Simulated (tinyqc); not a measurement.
Ways to converge the cycle: SCF convergence aids in the sto-6g basis, for H2O, spin multiplicity 1. Computed by the program tinyqc with PySCF. Command: `OMP_NUM_THREADS=1 python tinyqc.py 111774 111775 out.jsonl`; one thread of a shared host (Intel(R) Xeon(R) Processor @ 2.60GHz), about 0.8 s.

Geometry (angstrom):

| atom | x | y | z |
|---|---|---|---|
| O | 0.0000 | 0.0000 | 0.0000 |
| H | 0.0000 | 0.9260 | 0.5710 |
| H | 0.0000 | -0.9260 | 0.5710 |

lowest restricted solution found by these runs and by PySCF = -75.648498 hartree

RHF with one setting changed at a time; a run stops when the energy changes by less than 1e-09 hartree and the error matrix is below 1e-5. The start is the core Hamiltonian. Damping d keeps d of the old density; a shift (hartree) raises the virtual levels; DIIS n extrapolates F over n matrices.

Largest element of the error matrix X^T (FDS - SDF) X:

| iteration | plain | damping 0.3 | damping 0.6 | shift 0.4 | DIIS 3 | DIIS 8 |
|---|---|---|---|---|---|---|
| 1 | 5.9e-01 | 5.9e-01 | 5.9e-01 | 5.9e-01 | 5.9e-01 | 5.9e-01 |
| 2 | 1.9e-01 | 1.6e-01 | 3.8e-01 | 2.7e-01 | 1.9e-01 | 1.9e-01 |
| 3 | 4.7e-02 | 6.7e-02 | 2.3e-01 | 4.4e-02 | 4.1e-02 | 4.1e-02 |
| 4 | 1.4e-02 | 3.1e-02 | 1.3e-01 | 1.0e-02 | 8.5e-03 | 8.5e-03 |
| 5 | 6.0e-03 | 1.8e-02 | 8.2e-02 | 5.3e-03 | 2.5e-03 | 2.4e-03 |
| 6 | 2.7e-03 | 1.1e-02 | 5.4e-02 | 3.1e-03 | 4.3e-04 | 1.3e-04 |
| 8 | 6.2e-04 | 4.0e-03 | 2.4e-02 | 1.1e-03 | 4.8e-06 | 2.6e-08 |
| 10 | 1.5e-04 | 1.5e-03 | 1.1e-02 | 4.4e-04 | - | - |
| 14 | 8.5e-06 | 2.3e-04 | 3.9e-03 | 7.5e-05 | - | - |
| 20 | - | 1.6e-05 | 8.9e-04 | - | - | - |
| 30 | - | - | 8.0e-05 | - | - | - |

How each run ends:

| run | iterations | E (hartree) | state |
|---|---|---|---|
| plain | 15 | -75.648498 | lowest found |
| damping 0.3 | 22 | -75.648498 | lowest found |
| damping 0.6 | 43 | -75.648498 | lowest found |
| shift 0.4 | 19 | -75.648498 | lowest found |
| DIIS 3 | 9 | -75.648498 | lowest found |
| DIIS 8 | 8 | -75.648498 | lowest found |

6 of 6 runs reach the lowest restricted solution found, in 8 to 43 iterations (fastest: DIIS 8). Plain steps already contract here, so damping only slows them. DIIS 3 and DIIS 8 gain by cancelling the error over several earlier matrices, much as a quasi-Newton step does.
